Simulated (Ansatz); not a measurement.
Reaction (SMILES): Cl[C]Cl (closed-shell singlet) + 3 [H][H] (H2) → C (CH4) + 2 Cl (HCl)
B3LYP-D3(BJ)/def2-TZVP geometries, fixed; electronic energies without zero-point terms.

Basis-set convergence of the energy of full hydrogenation at CCSD(T) with Ansatz (a first-principles code). Cartesian d functions, on some or all atoms, in 6-31G*, 6-31+G*, 6-311G**, 6-311+G**; all else is spherical. Cores are frozen. A restricted Hartree-Fock determinant is unstable towards unrestricted orbitals. No added dispersion term, no relativity. Functions are those of the species that has most. Reference: Hartree-Fock in aug-cc-pV(Q+d)Z plus the correlation part extrapolated as X^-3 from aug-cc-pV(T+d)Z and aug-cc-pV(Q+d)Z, -129.78 kcal/mol, itself unsure by roughly 0.18 kcal/mol (a third of the extrapolation step and of the last Hartree-Fock step). Deviations are taken from unrounded values.

```csv
basis,functions,energy of full hydrogenation (kcal/mol)
def2-SVP,50,-136.37
def2-SVPD,74,-142.07
pcseg-1,50,-135.74
aug-pcseg-1,77,-134.81
6-31G*,53,-117.52
6-31+G*,65,-116.05
cc-pV(D+d)Z,60,-129.69
aug-cc-pV(D+d)Z,87,-131.40
6-311G**,72,-131.20
6-311+G**,84,-127.51
pcseg-2,98,-130.85
aug-pcseg-2,146,-130.55
def2-TZVP,105,-125.55
def2-TZVPD,129,-125.83
cc-pV(T+d)Z,108,-130.70
aug-cc-pV(T+d)Z,156,-130.49
def2-TZVPP,115,-130.44
def2-TZVPPD,139,-130.87
cc-pV(Q+d)Z,183,-130.46
aug-cc-pV(Q+d)Z,264,-129.91
pcseg-3,192,-131.08
aug-pcseg-3,281,-130.66
def2-QZVPP,197,-130.36
def2-QZVPPD,221,-130.23
```

What the diffuse functions change, pair by pair:
- def2-SVP to def2-SVPD: 24 more functions, deviation -6.59 to -12.29 kcal/mol
- pcseg-1 to aug-pcseg-1: 27 more functions, deviation -5.97 to -5.03 kcal/mol
- 6-31G* to 6-31+G*: 12 more functions, deviation 12.26 to 13.73 kcal/mol
- cc-pV(D+d)Z to aug-cc-pV(D+d)Z: 27 more functions, deviation 0.09 to -1.62 kcal/mol
- 6-311G** to 6-311+G**: 12 more functions, deviation -1.42 to 2.26 kcal/mol
- pcseg-2 to aug-pcseg-2: 48 more functions, deviation -1.07 to -0.77 kcal/mol
- def2-TZVP to def2-TZVPD: 24 more functions, deviation 4.22 to 3.95 kcal/mol
- cc-pV(T+d)Z to aug-cc-pV(T+d)Z: 48 more functions, deviation -0.92 to -0.71 kcal/mol
- def2-TZVPP to def2-TZVPPD: 24 more functions, deviation -0.66 to -1.10 kcal/mol
- cc-pV(Q+d)Z to aug-cc-pV(Q+d)Z: 81 more functions, deviation -0.68 to -0.13 kcal/mol
- pcseg-3 to aug-pcseg-3: 89 more functions, deviation -1.30 to -0.88 kcal/mol
- def2-QZVPP to def2-QZVPPD: 24 more functions, deviation -0.58 to -0.45 kcal/mol

Leaving out the reference's own pair, they bring the value nearer the reference by more than 0.18 kcal/mol in 5 of 11 pairs.
